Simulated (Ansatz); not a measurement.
# Worked example: BSiH₂⁺ (H-bridged), triplet against BSiH2 (H-bridged), doublet

Geometry (PBE0/def2-TZVP stationary point of a doublet), kept for both states (BSiH2 (H-bridged), doublet: A''; BSiH2⁺ (H-bridged), triplet: A''):

```xyz
4

Si    0.0000   -0.0053    0.5948
B     0.0000   -0.0779   -1.2479
H     0.0000    1.1505   -0.7602
H     0.0000   -0.1670   -2.4296
```

Basis 6-31G; Ansatz 0.2.0. Only valence electrons are correlated (noble-gas cores frozen). Prefix R: restricted or restricted open-shell reference; prefix U: unrestricted.

Full CI is exact within this basis and frozen core; it isn't the basis-set limit. The frozen core follows each run's orbitals, which can shift R against U totals by a few meV.

```
   level  E(BSiH2 (H-bridged), doublet) (hartree)  E(BSiH2⁺ (H-bridged), triplet) (hartree)
     UHF                              -314.611030                               -314.302545
    UMP2                              -314.704575                               -314.383634
UCCSD(T)                              -314.733104                               -314.413566
     PBE                              -315.188106                               -314.847503
 wB97M-V                              -315.339310                               -314.993828
 full CI                              -314.734286                               -314.414839
```

Q: Give the vertical gap, BSiH2⁺ (H-bridged) triplet less BSiH2 (H-bridged) doublet, at each level in eV (1 hartree = 27.2114 eV), and each error against full CI.

A: full CI: (-314.414839 − (-314.734286)) × 27.2114 = 8.693 eV (the reference)
wB97M-V: (-314.993828 − (-315.339310)) × 27.2114 = 9.401 eV, error 0.708 eV
PBE: (-314.847503 − (-315.188106)) × 27.2114 = 9.268 eV, error 0.575 eV
UCCSD(T): (-314.413566 − (-314.733104)) × 27.2114 = 8.695 eV, error 0.002 eV
UMP2: (-314.383634 − (-314.704575)) × 27.2114 = 8.733 eV, error 0.040 eV
UHF: (-314.302545 − (-314.611030)) × 27.2114 = 8.394 eV, error -0.299 eV

Total energies of functionals can't be set beside those of wave-function methods, since they hold the core's correlation and their own absolute errors; only the differences compare.

The set has no polarisation functions, so the order and spacing of states can differ from the basis-set limit.

In so small a basis the reference is far from its limit while semilocal and hybrid functionals are nearer theirs, so the functionals' errors here hold much of the reference's basis and frozen-core error, which can add to them or hide them.

Each level lands on the state that its own search finds. T1 diagnostics of restricted CCSD: 0.025 and 0.049.
